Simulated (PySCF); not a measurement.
Beryllium: a sound run and one with changed settings

Sound run: Be [He] 2s2, Be⁺ [He] 2s1. Computed with PySCF 2.14 in x2c-TZVPall, with the spin-free X2C one-electron Hamiltonian (Gaussian nucleus). In the sound run the correlated levels freeze 1s2. The sound run starts from symmetry-adapted Hartree-Fock orbitals and uses a fine grid where one is needed.

Changed run: initial guess minao, at most 50 SCF cycles, level shift 2.0 hartree.

| species | method | sound run (hartree) | changed run (hartree) | converged |
| --- | --- | --- | --- | --- |
| Be | UHF | -14.57508 | -14.57508 | yes |
| Be | M06-L | -14.66401 | -14.66401 | yes |
| Be | M06-2X | -14.66752 | -14.66752 | yes |
| Be | MP2 | -14.60116 | -14.58045 | yes |
| Be | CCSD(T) | -14.62017 | -14.62017 | yes |
| Be⁺ | UHF | -14.27950 | -14.27950 | yes |
| Be⁺ | M06-L | -14.33648 | -14.33648 | yes |
| Be⁺ | M06-2X | -14.33438 | -14.33438 | yes |

Ionisation energy of Be:

| method | sound run (eV) | changed run (eV) |
| --- | --- | --- |
| UHF | 8.043 | 8.043 |
| M06-L | 8.913 | 8.913 |
| M06-2X | 9.065 | 9.065 |
| MP2 | 8.753 | 8.189 |
| SCS-MP2 | 8.895 | 8.219 |
| CCSD | 9.270 | 9.270 |
| CCSD(T) | 9.270 | 9.270 |
| CCSDT | 9.270 | 9.270 |
| FCI | 9.270 | 9.270 |

A level shift leaves the converged SCF energy unchanged but raises the virtual orbital energies, which shrinks MP2 if it is not removed.

For comparison, NIST gives 9.323 eV between the lowest levels.
